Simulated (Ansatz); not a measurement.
SiS₂⁻, relaxed as a doublet with UKS PBE-D4/def2-TZVPD in Ansatz, starting from the GFN2-xTB geometry. Force threshold 0.02 eV/Å.

The highest occupied level of the charge -1 doublet lies above zero (up to 0.01 eV). By energy differences its removal costs 2.68 eV (vertical, to the charge 0 singlet, at PBE-D4/def2-TZVPD); a positive level beside a positive removal energy at the same level points to self-interaction error. The relaxation made no stability test and no search for a lower SCF solution. The structure comes from a short search, and lower isomers may exist.

Start:

Cartesian coordinates in Å:
```
Si 0.286 0.209 0.438
S -0.826 -1.450 0.869
S 0.541 1.241 -1.307
```

| step | energy (eV) | largest force component (eV/Å) | SCF passes |
| --- | --- | --- | --- |
| 1 | -29539.3038 | 0.261 | 16 |
| 2 | -29539.3101 | 0.021 | 21 |
| 3 | -29539.3102 | 0.005 | 21 |

Force components are those of the run's own axes.

End:

```xyz
3

Si    0.270    0.198    0.414
S    -0.821   -1.449    0.884
S     0.551    1.251   -1.299
```

By distances, no bond broke or formed. The bond that changes most is Si1–S2, from 2.04 to 2.03 Å (atoms count from 1).

No frequencies were taken in this run, so the end may be a saddle point.

Run time 3.2 s (4 threads of Arm Neoverse V1 on a shared host).
